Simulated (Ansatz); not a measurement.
Abridged output of a molecular run in Ansatz:

```
Functional definition: HF
890 factors; integrals over basis functions are off by at most 1.1e-3 eV
mean field evaluation 1: about -13393.4606 eV, gradient 4.2e1 eV
mean field evaluation 2: about -13393.7294 eV, gradient 4.3e1 eV
mean field evaluation 4: about -13396.9423 eV, gradient 2.9e0 eV
mean field evaluation 8: about -13396.9882 eV, gradient 1.7e-1 eV
mean field -13396.98841457 eV, -492.3302434304 hartree, gradient 3.6e-6 eV, S^2 0.000000; 0 other end points of the search recorded, 0 dependent functions left out
7 core orbitals not correlated: weight in the atoms' cores, before any rotation towards them, 1.000 or more for the frozen orbitals, at most 0.000 for the correlated occupied ones
reference -13396.98841457 eV, -492.3302434304 hartree; 10, 10 occupied and 129, 129 virtual orbitals, 890 factors
second order -17.28188723 eV of doubles, -0.00000000 eV of singles
cycle   1  -17.29939716 eV  change   -1.8e-2 eV  update   9.1e-2
cycle   2  -17.72310059 eV  change   -4.2e-1 eV  update   2.7e-2
cycle   3  -17.82045421 eV  change   -9.7e-2 eV  update   1.4e-2
cycle   4  -17.80653751 eV  change    1.4e-2 eV  update   3.3e-3
cycle   5  -17.80632389 eV  change    2.1e-4 eV  update   1.7e-3
cycle   6  -17.80703996 eV  change   -7.2e-4 eV  update   5.0e-4
cycle   7  -17.80675917 eV  change    2.8e-4 eV  update   2.1e-4
cycle   8  -17.80673367 eV  change    2.6e-5 eV  update   6.0e-5
cycle   9  -17.80675564 eV  change   -2.2e-5 eV  update   2.3e-5
perturbative correction -0.65734827 eV, -0.0241571034 hartree
Total energy: -13415.45251848 eV, -493.0087867337 hartree
```

Its atoms:

Z-matrix (Å, degrees):
```
P
O 1 1.632
O 1 1.647 2 104.0
H 1 1.428 2 98.9 3 94.9
H 2 0.963 1 114.2 3 -52.9
H 3 0.961 1 110.6 2 -99.7
```

(1) Which basis set was used?
A. def2-TZVPP
B. cc-pV(Q+d)Z
C. def2-SVPD
D. cc-pV(D+d)Z

(2) Write the keys of the input that set method, charge and spin (a neutral closed shell needs none for the last two).

## Answers

(1) A. It gives 146 functions.

(2) 
```yaml
correlation: {method: ccsd_t}
```
